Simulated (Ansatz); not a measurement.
Seven cases of atomisation energy with Al to Br (electronic energies, kcal/mol); geometries: B3LYP-D3(BJ)/def2-TZVP. The cases were drawn at random from those of this class that have a high level and all functionals, leaving out states under which another spin lies or may lie. Left out are anions, K, Ca, elements past Kr, ionisation of Li, Na and Mg, pi-pi* triplets of linear molecules and other triplets made from a closed-shell parent. Runs that doubt their state, and full CI more than 15 mEh from coupled cluster, are set aside; a case stays where another high level and all functionals remain. AFQMC serves as high level only in triple zeta or larger, with a steady walk, a bar under 0.8 kcal/mol and agreement with other high levels or trials where they ran; where none ran, an unstable determinant or (outside 3d species) a high T1 diagnostic also bars it, so strongly correlated cases are thinned. No case was kept or dropped by the size of a functional's miss. High levels with a bar over 0.5 kcal/mol are left out too, and the seventh case lies inside the range of the six. Affinities count positive where energy is released, gaps as the second state minus the first. PBE0 is by Ansatz (a quantum-chemistry and plane-wave program) in def2-TZVPD. High levels (Ansatz): P = CCSD(T)/CBS(aug-cc-pV(T+d)Z,aug-cc-pV(Q+d)Z) + [CCSDT(Q) - CCSD(T)]/aug-cc-pV(D+d)Z + core + X2C; Q = CCSD(T)/CBS(cc-pV(Q+d)Z,cc-pV(5+d)Z) + [CCSDT(Q) - CCSD(T)]/cc-pV(D+d)Z + core + X2C; R = CCSD(T)/CBS(cc-pV(Q+d)Z,cc-pV(5+d)Z) + [CCSDT(Q) - CCSD(T)]/cc-pV(T+d)Z + core + X2C; S = CCSD(T)/CBS(cc-pVQZ,cc-pV5Z) + [CCSDT(Q) - CCSD(T)]/cc-pVQZ + [CCSDTQ - CCSDT(Q)]/cc-pVDZ; T = CCSD(T)/CBS(cc-pVQZ,cc-pV5Z) + [CCSDT(Q) - CCSD(T)]/cc-pVTZ; U = CCSD(T)/CBS(def2-TZVPP,def2-QZVPP) + [CCSDT(Q) - CCSD(T)]/def2-QZVPP + [FCI - CCSDT(Q)]/def2-SVP. Radicals and triplets start from unrestricted determinants; spin-orbit coupling is neglected. Cores are frozen in correlated methods (noble-gas shells, and filled d and f shells in the p block). Rows without X2C or -DK are non-relativistic. CBS(X,Y): correlation extrapolated as X^-3, Hartree-Fock from the larger set (Q,5: extrapolated as (X+1)exp(-9√X)). A bracket is a step between two methods taken in the basis named. Functionals run without relativity, which enters their misses. 'core' is core correlation in cc-pwCVTZ (1s frozen past Ne), 'X2C' scalar relativity in cc-pVTZ-DK, both at CCSD(T). Full CI freezes restricted core orbitals, also for open shells; the composite that ends in it estimates full CI at the basis-set limit. For partners of very few electrons the exact lower level stands in for a higher one. The spin of F2Ga ([F][Ga][F], doublet) was assumed, and the state is the lowest solution found for it.

```json
[
 {"case": "AlHCl2 (SMILES [Cl][AlH][Cl])", "PBE0": "274.5", "level": "R", "high level": "281.5"},
 {"case": "GaH2F (SMILES [F][GaH2])", "PBE0": "242.0", "level": "S", "high level": "252.4"},
 {"case": "CH5Si (SMILES [CH2][SiH3], doublet)", "PBE0": "515.7", "level": "P", "high level": "520.5"},
 {"case": "SiHCl2 (SMILES Cl[SiH]Cl, doublet)", "PBE0": "259.0", "level": "Q", "high level": "260.6"},
 {"case": "CH2ClF (chloro(fluoro)methane, SMILES FCCl)", "PBE0": "402.7", "level": "Q", "high level": "403.2"},
 {"case": "NaCl (SMILES [Na][Cl])", "PBE0": "93.6", "level": "U", "high level": "99.8"},
 {"case": "GaF2 (SMILES [F][Ga][F], doublet)", "PBE0": "208.9", "level": "T", "high level": "withheld"}
]
```

Problem. Fit a straight line from PBE0 to the high level over the first six rows by least squares, predict the seventh, and compare with the calculation.

Solution. Means: PBE0 297.92, high level 303.00. Sxx = 105344, Sxy = 104367, slope 0.9907, intercept +7.85 kcal/mol; residual standard deviation 3.8 kcal/mol. Seventh row: 0.9907·(208.9) +7.85 = 214.8 kcal/mol. The calculation gave 221.7 kcal/mol: the line differs from it by -6.9, PBE0 itself by -12.8.
